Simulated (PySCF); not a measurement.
An unknown is described by computed data only.

Formula: C5H12O.

| Item | Value |
| --- | --- |
| Triplet | lowest triplet excitation (Tamm–Dancoff): 6.78 eV [TDA PBE0/def2-SVPD] |
| 1H NMR | chemical shifts (computed TMS as zero) by class: 3.59 (2 H), 3.57 (1 H), 1.28 (3 H), 1.18 (6 H) ppm [GIAO PBE0/pcSseg-1] |
| Dipole | 1.16 D [PBE0/def2-SVPD] |
| UV, first state | lowest singlet excitation: 6.92 eV (179 nm, f = 0.012) [TDDFT PBE0/def2-SVPD] |
| Rotational structure | rotational constants A, B, C: 6.829, 1.939, 1.633 GHz [GFN2-xTB] |
| Polarisability | 68.7 au [PBE0/def2-SVPD] |
| 13C NMR | chemical shifts (computed TMS as zero) by class: 76.7 (1 C), 68.3 (1 C), 24.1 (2 C), 18.5 (1 C) ppm [GIAO PBE0/pcSseg-1] |

The electronic properties come from PySCF, for the isolated species, density fitting. Levels stand in brackets. Geometry: GFN2-xTB, one conformer, isolated molecule. NMR classes are plain means over equivalent atoms (diastereotopic ones count apart unless rotation or inversion swaps them), as if these changed places fast.

**Question.** Propose a structure and show how it fits.

**Answer.** Numbering: `[CH3:1][CH2:2][O:3][CH:4]([CH3:5])[CH3:6]`. Its formula, C5H12O, gives 0 degrees of unsaturation, so no ring and no π bond. 5 carbons fall into 4 classes; from least to most shielded: sp3 carbon bound to oxygen [C4] (76.7 ppm), sp3 carbon bound to oxygen [C2] (68.3 ppm), methyl carbon [C5/C6] (24.1 ppm, 2 C, up to 4.9 ppm apart in this geometry), methyl carbon [C1] (18.5 ppm). Hydrogen classes from least to most shielded: 2 H on an sp3 carbon bound to oxygen, C2 (3.59 ppm, a mean of values up to 0.7 ppm apart in this geometry), 1 H on an sp3 carbon bound to oxygen, C4 (3.57 ppm), 3 H on a methyl carbon, C1 (1.28 ppm), 6 H on 2 methyl carbons, C5/C6 (1.18 ppm, a mean of values up to 1.0 ppm apart in this geometry). The optimised geometry has point group C1 and is an asymmetric top. Structure: `CCOC(C)C` (ethyl isopropyl ether). Computed isomers that give other values at the same levels: `COCC(C)C` (13C chemical shifts (computed TMS as zero) by class: 84.6 (1 C), 61.5 (1 C), 33.5 (1 C), 21.3 (2 C) ppm); `CCCOCC` (13C chemical shifts (computed TMS as zero) by class: 79.1 (1 C), 71.4 (1 C), 27.8 (1 C), 18.0 (1 C), 11.7 (1 C) ppm); `COC(C)(C)C` (rotational constant A: 4.401 GHz; this holds for the one conformer computed). The assignments are read from this structure; whether some other isomer fits the data as well wasn't checked.

Conformer computed: `[CH3:1][CH2:2][O:3][CH:4]([CH3:5])[CH3:6]`: C1–C2–O3–C4 -168°, C2–O3–C4–C5 -72°.
